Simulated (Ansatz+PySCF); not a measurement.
## doublet C₄H₉: levels of theory in one basis

```tsv
atom	x (Å)	y (Å)	z (Å)
C	0.0057	-0.1728	-0.0082
C	-1.4949	0.0368	0.0090
C	0.7442	0.0335	1.2834
C	0.7520	0.0339	-1.2847
H	-1.7446	1.1167	0.0030
H	0.8687	1.1221	1.5162
H	0.8703	1.1239	-1.5229
H	-1.9581	-0.4101	0.8896
H	-1.9720	-0.4049	-0.8948
H	1.7578	-0.4145	1.2434
H	0.2070	-0.4175	2.1425
H	0.1956	-0.4128	-2.1476
H	1.7579	-0.4207	-1.2505
```

Basis set: cc-pVTZ (spherical functions). Frozen core: 4 orbitals. Correlation on ROHF uses semicanonical orbitals with singles. Charge 0, multiplicity 2.

Computed with Ansatz (development build ahead of 0.2.0) and PySCF 2.14.0; each method stands on the lowest determinant of its kind that the runs found.

| method | E − E(ROHF) (eV) | <S²> of the determinant |
| --- | --- | --- |
| ROHF | 0.00 | 0.75 |
| UHF | -0.13 | 0.76 |
| ROHF-MP2 | -18.68 | – |
| UHF-MP2 | -18.66 | 0.76 |
